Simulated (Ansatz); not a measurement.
The first iterations of a band of CH$_{4}$BF (7 atoms, charge 0, multiplicity 1).

Method: RKS r2SCAN-D4/def2-TZVP (Ansatz).

```yaml
movable_images: 7
climbing_image: yes
spring: 5.0 eV/Å²
optimiser: quadratic models (default)
start_path: through a guess of the saddle point
force_threshold: 0.03 eV/Å
iteration_limit: 60
end_points: relaxed
```

Initial state:

```xyz
7
Properties=species:S:1:pos:R:3
B -0.740 0.020 -0.449
F -0.920 -0.812 -1.473
C 0.583 -0.011 0.363
H 1.293 -0.767 0.025
H -1.649 0.768 -0.211
H 0.367 -0.171 1.425
H 1.065 0.973 0.320
```

Final state:

```xyz
7
Properties=species:S:1:pos:R:3
B -0.890 0.721 0.216
F 0.385 -1.629 -1.524
C 0.376 0.374 0.634
H 0.275 -0.969 -0.856
H -1.967 0.987 -0.165
H 0.547 -0.339 1.437
H 1.274 0.857 0.258
```

| iteration | highest image above the first end (eV) | largest band force component (eV/Å) |
| --- | --- | --- |
| 1 | 4.005 | 5.579 |
| 2 | 3.877 | 2.217 |
| 3 | 3.729 | 1.525 |
| 4 | 3.621 | 1.037 |
| 5 | 3.613 | 2.687 |
| 6 | 3.606 | 0.444 |
| 7 | 3.725 | 3.919 |
| 8 | 3.653 | 1.394 |
| 9 | 3.727 | 1.430 |

Q: Does the band converge within its limit, and where does its top end?

A: The forces met the threshold. It ended after 27 iterations with the highest image 3.641 eV above the first end. Neighbouring images differ by up to 1.8 eV, so the band resolves the path poorly. A vibrational analysis at the climbing image gives one clearly imaginary mode, 611i cm⁻¹: a first-order saddle point. The orbitals stay closed-shell, which can raise the energy where a bond breaks towards radicals; this wasn't checked here.

Run time: 5 min on 4 threads of Arm Neoverse N1, on a shared host, peak memory 0.18 GiB.
